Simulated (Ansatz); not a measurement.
## Ansatz (development build ahead of 0.2.0) run

```yaml
crystal:
  periodic: [false, false, false]
  atoms:
    - { symbol: "N", position_ang: [-0.293, 0.5144, -0.1698] }
    - { symbol: "N", position_ang: [0.293, -0.5144, 0.1698] }
    - { symbol: H, position_ang: [-1.1629, 0.5632, 0.3969] }
    - { symbol: H, position_ang: [1.1629, -0.5632, -0.3969] }
basis:
  gaussian: { orbitals: def2-SVP }
magnetization:
  spin_polarized: true
  initial_magnetization: 2
hamiltonian:
  xc: hf
output:
  forces: true
```

The input is written out in the form of the current development build from the run's settings.

Results

| Item | Value |
| --- | --- |
| Converged | yes |
| Total energy | -109.83908 hartree |
| Spin squared of the determinant | 2.024 |
| Stability test | minimum |

Forces (eV/Å):
```json
{"atom": "N1", "Fx": "-3.716", "Fy": "0.720", "Fz": "2.050"}
{"atom": "N2", "Fx": "3.716", "Fy": "-0.720", "Fz": "-2.050"}
{"atom": "H3", "Fx": "0.424", "Fy": "1.257", "Fz": "-1.204"}
{"atom": "H4", "Fx": "-0.424", "Fy": "-1.257", "Fz": "1.204"}
```

Caution: another spin multiplicity may lie lower.
